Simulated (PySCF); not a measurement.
Compound: C3H7S (doublet state).
Cartesian coordinates in Å at the GFN2-xTB level; atoms count from 1:
```xyz
11
C3H7S angstrom
C     -1.6909    0.0327    0.1577
C     -0.3574    0.4906   -0.2483
C      0.6922   -0.6041    0.0528
S      2.3599   -0.1534   -0.5295
H     -2.2777   -0.5784   -0.5003
H     -2.0142    0.1361    1.1753
H     -0.3234    0.6981   -1.3204
H     -0.0704    1.3933    0.2983
H      0.7442   -0.8106    1.1211
H      0.4471   -1.5226   -0.4786
H      2.4959    0.9209    0.2461
```

The hyperfine couplings belong to this conformer and change with its torsions.

As a line formula: `C([CH2])CS` [radical].

Theory: UKS B3LYP, pcH-1 on C H S, non-relativistic, mean-field spin-orbit, GIAO (PySCF). Isolated species at its GFN2-xTB geometry (one conformer only). A GFN2-xTB geometry isn't a minimum of the functional, and hyperfine couplings can be far from their values at a DFT geometry. The SCF solution wasn't tested for stability.

(1) Match the computed a_iso(13C) values +121.6, +96.4, -30.8 MHz with the sites C1; C2; C3.

(2) Match the computed a_iso(1H) values -61.7, +34.5, -3.9, -0.7 MHz (means over equivalent nuclei) with the sites H5/H6; H7/H8; H9/H10; H11.

## Answers

(1) 
| site | a_iso (MHz) | ρ(0) (bohr⁻³) | position | distance from C1 (Å) | spin population | largest \|T\| (MHz) |
| --- | --- | --- | --- | --- | --- | --- |
| C1 | +96.4 | +0.0858 | largest spin population | 0.00 | +1.07 | 160.0 |
| C2 | -30.8 | -0.0274 | 1 bond from C1 | 1.47 | -0.09 | 2.3 |
| C3 | +121.6 | +0.1081 | 2 bonds from C1 | 2.47 | +0.05 | 10.7 |

(2) 
```csv
site,a_iso (MHz),ρ(0) (bohr⁻³),position,distance from C1 (Å),bound to,spin population there,largest |T| (MHz)
H5/H6,-61.7,-0.0138,"α, 1 bond from C1",1.07,C1,+1.07,39.1
H7/H8,+34.5,+0.0077,"β, 2 bonds from C1",2.12,C2,-0.09,9.4
H9/H10,-3.9,-0.0009,"γ, 3 bonds from C1",2.74,C3,+0.05,7.8
H11,-0.7,-0.0002,4 bonds from C1,4.28,S4,+0.03,2.2
```

ρ(0) is the spin density at the nucleus and T the dipolar tensor; a_iso includes a spin–orbit part; entries for several nuclei are means. The largest Mulliken spin populations are on C1 (+1.07) and C2 (-0.09). C1 is the only atom above +0.15. The positive populations add up to 1.18 and the negative ones to -0.18, together 2S = 1. The angles at C1 add up to 358.9°, so it is planar; its axial dipolar tensor and the negative couplings of its protons fit spin in a p orbital normal to that plane.

β density exceeds α density at some nuclei, such as C2 (-0.0274) and H5/H6 (-0.0138), spin density in bohr⁻³. In a single determinant that takes different orbitals for the two spins, that is spin polarisation.

Class means assume fast exchange of nuclei equivalent by connectivity; if that motion is slow, each nucleus keeps its own coupling.
